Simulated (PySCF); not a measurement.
Two-dimensional NMR puzzle

Compound of formula C3H9N. Correlations simulated from computed shifts and the bond graph:

HSQC (one-bond C–H):
```csv
δH,δC
3.41,47.2
1.03,27.1
```

COSY cross peaks (H two or three bonds apart, from the bond graph; peaks can be absent where the dihedral angle is near 90°):
```csv
δH,δH
3.41,1.03
```

HMBC (two and three bonds, from the bond graph):
```csv
δH,δC
3.41,27.1
1.03,"47.2, 27.1"
```

Calculated, not measured (PySCF 2.14): geometry: GFN2-xTB, GIAO PBE0/pcSseg-1 shieldings. Fast rotation and ring inversion assumed for equivalent nuclei, non-relativistic, one conformer, gas phase.

References, each an isolated molecule treated in the same way: TMS for 1H (σref 31.72), 13C (σref 186.93).

Exchangeable hydrogens are left out of these lists.

Problem. Assemble the structure.

Solution. 2-Propanamine (SMILES NC(C)C).

Atom-mapped SMILES (the numbers label the heavy atoms): `[CH3:1][CH:2]([CH3:3])[NH2:4]`. Each H is labelled by its parent atom.

- δC 47.2 is C2, an sp3 CH bonded to N (δH 3.41).
- δC 27.1 is C1/C3, a methyl carbon (δH 1.03).
- COSY links 3.41–1.03.

The OH or NH signal is concentration- and solvent-dependent in practice; the value given is the gas-phase one. Shifts are as computed. Against solution values, carbons near 30 ppm lie about +3 ppm off and those near 130 ppm about +5 ppm. Of 246 compounds with measured shifts, 49 miss one by over three times the rms of a fit or turn the order of signals round; such compounds aren't used in these exercises.
